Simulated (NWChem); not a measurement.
Program: NWChem. System: hydrazine (H₄N₂), charge 0, spin multiplicity 1, at a geometry optimised with B3LYP/def2-SVP. Level: RHF/def2-TZVP.

The NWChem input:

```
start mol
memory heap 200 mb stack 900 mb global 1100 mb
geometry units angstroms nocenter noautoz
  N      0.179310    -0.686455     0.075685
  N     -0.179310     0.686455     0.075685
  H     -0.648234    -1.234971     0.307034
  H      0.510089    -1.012738    -0.836828
  H      0.648234     1.234971     0.307034
  H     -0.510089     1.012738    -0.836828
  symmetry group C2
end
basis spherical
  * library def2-tzvp
end
scf
  rhf
  nopen 0
  maxiter 100
  thresh 1e-7
  semidirect memsize 60000000 filesize 0
end
task scf energy
```

Part of the output:

```
             Northwest Computational Chemistry Package (NWChem) 7.3.0
             --------------------------------------------------------

                                NWChem Input Module
                                -------------------

 Scaling coordinates for geometry "geometry" by  1.889725989
 (inverse scale =  0.529177249)

 Turning off AUTOSYM since
 SYMMETRY directive was detected!

                             Geometry "geometry" -> ""
                             -------------------------

 Output coordinates in angstroms (scale by  1.889725989 to convert to a.u.)

  No.       Tag          Charge          X              Y              Z
 ---- ---------------- ---------- -------------- -------------- --------------
    1 N                    7.0000     0.17931000    -0.68645500     0.07568500
    2 N                    7.0000    -0.17931000     0.68645500     0.07568500
    3 H                    1.0000    -0.64823400    -1.23497100     0.30703400
    4 H                    1.0000     0.51008900    -1.01273800    -0.83682800
    5 H                    1.0000     0.64823400     1.23497100     0.30703400
    6 H                    1.0000    -0.51008900     1.01273800    -0.83682800

 Effective nuclear repulsion energy (a.u.)      41.5994383118

            Nuclear Dipole moment (a.u.)
            ----------------------------
        X                 Y               Z
 ---------------- ---------------- ----------------
     0.0000000000    -0.0000000000     0.0000037795

      Symmetry information
      --------------------

 Group name             C2
 Group number              4
 Group order               2
 No. of unique centers     3

      Symmetry unique atoms

     1    3    4


 Summary of "ao basis" -> "" (spherical)
 ------------------------------------------------------------------------------
       Tag                 Description            Shells   Functions and Types
 ---------------- ------------------------------  ------  ---------------------
 *                         def2-tzvp                  on all atoms

 Summary of "ao basis" -> "ao basis" (spherical)
 ------------------------------------------------------------------------------
       Tag                 Description            Shells   Functions and Types
 ---------------- ------------------------------  ------  ---------------------
 N                         def2-tzvp                11       31   5s3p2d1f
 H                         def2-tzvp                 4        6   3s1p

                                 NWChem SCF Module
                                 -----------------

  ao basis        = "ao basis"
  functions       =    86
  atoms           =     6
  closed shells   =     9
  open shells     =     0
  charge          =   0.00
  wavefunction    = RHF
  use symmetry    = T
  symmetry adapt  = T

 Summary of "ao basis" -> "ao basis" (spherical)
 ------------------------------------------------------------------------------
       Tag                 Description            Shells   Functions and Types
 ---------------- ------------------------------  ------  ---------------------
 N                         def2-tzvp                11       31   5s3p2d1f
 H                         def2-tzvp                 4        6   3s1p

      Symmetry analysis of basis
      --------------------------

        a          43
        b          43

 Forming initial guess at       0.1s

      Superposition of Atomic Density Guess
      -------------------------------------
[...]
                 5     -111.2251107574  4.18D-09  1.23D-09      1.5

       Final RHF  results
       ------------------

         Total SCF energy =   -111.225110757429
      One-electron energy =   -233.335146666290
      Two-electron energy =     80.510597597071
 Nuclear repulsion energy =     41.599438311790

        Time for solution =      0.9s

       Symmetry analysis of molecular orbitals - final
       -----------------------------------------------

  Numbering of irreducible representations:

     1 a           2 b

  Orbital symmetries:

     1 a           2 b           3 a           4 b           5 a
     6 b           7 a           8 b           9 a          10 a
    11 b          12 a          13 b          14 b          15 a
    16 a          17 a          18 b          19 b

             Final eigenvalues
             -----------------

              1
    1  -15.5677
    2  -15.5672
    3   -1.2546
    4   -1.0035
    5   -0.6736
    6   -0.6630
    7   -0.6096
    8   -0.4108
    9   -0.4069
   10    0.1297
   11    0.1629
   12    0.2069
   13    0.2115
   14    0.3816
   15    0.4419
   16    0.4829
   17    0.5242
   18    0.5259
   19    0.5508

                       ROHF Final Molecular Orbital Analysis
                       -------------------------------------

 Vector    7  Occ=2.000000D+00  E=-6.095996D-01  Symmetry=a
              MO Center=  7.3D-16, -2.8D-16,  1.3D-01, r^2= 1.5D+00
   Bfn.  Coefficient  Atom+Function         Bfn.  Coefficient  Atom+Function
  ----- ------------  ---------------      ----- ------------  ---------------
     7      0.258434  1 N  py                38     -0.258434  2 N  py
    10      0.233766  1 N  py                41     -0.233766  2 N  py
    64     -0.155762  3 H  s                 76     -0.155762  5 H  s

 Vector    8  Occ=2.000000D+00  E=-4.108173D-01  Symmetry=b
              MO Center= -2.7D-15,  4.7D-15,  9.7D-02, r^2= 1.6D+00
   Bfn.  Coefficient  Atom+Function         Bfn.  Coefficient  Atom+Function
  ----- ------------  ---------------      ----- ------------  ---------------
     8      0.250842  1 N  pz                39     -0.250842  2 N  pz
    11      0.226044  1 N  pz                42     -0.226044  2 N  pz
    14      0.200590  1 N  pz                45     -0.200590  2 N  pz

 Vector    9  Occ=2.000000D+00  E=-4.069289D-01  Symmetry=a
              MO Center=  6.9D-16, -2.5D-15,  1.5D-01, r^2= 1.6D+00
   Bfn.  Coefficient  Atom+Function         Bfn.  Coefficient  Atom+Function
  ----- ------------  ---------------      ----- ------------  ---------------
     6      0.255818  1 N  px                37     -0.255818  2 N  px
     9      0.231615  1 N  px                40     -0.231615  2 N  px
    12      0.203147  1 N  px                43     -0.203147  2 N  px

 Vector   10  Occ=0.000000D+00  E= 1.297418D-01  Symmetry=a
              MO Center=  7.6D-16, -1.3D-15, -8.7D-01, r^2= 5.7D+00
   Bfn.  Coefficient  Atom+Function         Bfn.  Coefficient  Atom+Function
  ----- ------------  ---------------      ----- ------------  ---------------
     5      1.477833  1 N  s                 36      1.477833  2 N  s
    71     -1.162726  4 H  s                 83     -1.162726  6 H  s
    65     -0.778079  3 H  s                 77     -0.778079  5 H  s
     4     -0.302651  1 N  s                 35     -0.302651  2 N  s
    13     -0.296156  1 N  py                44      0.296156  2 N  py

 Vector   11  Occ=0.000000D+00  E= 1.628618D-01  Symmetry=b
              MO Center= -4.6D-16, -5.0D-15, -1.9D-01, r^2= 7.0D+00
   Bfn.  Coefficient  Atom+Function         Bfn.  Coefficient  Atom+Function
  ----- ------------  ---------------      ----- ------------  ---------------
     5      2.127001  1 N  s                 36     -2.127001  2 N  s
    65     -1.251277  3 H  s                 77      1.251277  5 H  s
    71     -1.027476  4 H  s                 83      1.027476  6 H  s
    12     -0.334111  1 N  px                43     -0.334111  2 N  px
    14     -0.257633  1 N  pz                45      0.257633  2 N  pz

 Vector   12  Occ=0.000000D+00  E= 2.068750D-01  Symmetry=a
              MO Center=  8.4D-16, -6.4D-16, -1.5D-01, r^2= 6.7D+00
   Bfn.  Coefficient  Atom+Function         Bfn.  Coefficient  Atom+Function
  ----- ------------  ---------------      ----- ------------  ---------------
    65      1.611120  3 H  s                 77      1.611120  5 H  s
    71     -1.166708  4 H  s                 83     -1.166708  6 H  s
    12      0.644401  1 N  px                43     -0.644401  2 N  px
    14     -0.416352  1 N  pz                45     -0.416352  2 N  pz
     5     -0.310909  1 N  s                 36     -0.310909  2 N  s

 center of mass
 --------------
 x =   0.00000000 y =   0.00000000 z =   0.06203830

 moments of inertia (a.u.)
 ------------------
          71.656986567558          10.266293037381           0.000000000000
          10.266293037381          14.281876411801           0.000000000000
           0.000000000000           0.000000000000          73.601312092463

  Mulliken analysis of the total density
  --------------------------------------

    Atom       Charge   Shell Charges
 -----------   ------   -------------------------------------------------------
    1 N    7     7.45   0.82  1.16  0.52  0.83  0.21  1.46  1.69  0.70  0.01  0.05  0.00
    2 N    7     7.45   0.82  1.16  0.52  0.83  0.21  1.46  1.69  0.70  0.01  0.05  0.00
    3 H    1     0.77   0.26  0.41  0.05  0.04
    4 H    1     0.78   0.26  0.42  0.06  0.04
    5 H    1     0.77   0.26  0.41  0.05  0.04
    6 H    1     0.78   0.26  0.42  0.06  0.04

       Multipole analysis of the density wrt the origin
       ------------------------------------------------

     L   x y z        total         open         nuclear
     -   - - -        -----         ----         -------
     0   0 0 0      0.000000      0.000000     18.000000

     1   1 0 0      0.000000      0.000000      0.000000
     1   0 1 0     -0.000000      0.000000     -0.000000
     1   0 0 1     -0.831138      0.000000      0.000004

     2   2 0 0    -10.146507      0.000000      6.466931
     2   1 1 0      1.870261      0.000000     -4.125679
     2   1 0 1     -0.000000      0.000000      0.000000
     2   0 2 0     -8.517728      0.000000     41.776702
     2   0 1 1      0.000000      0.000000      0.000000
     2   0 0 2     -9.678968      0.000000      5.961167

 Task  times  cpu:        1.5s     wall:        1.5s

 Total times  cpu:        1.5s     wall:        1.5s
```
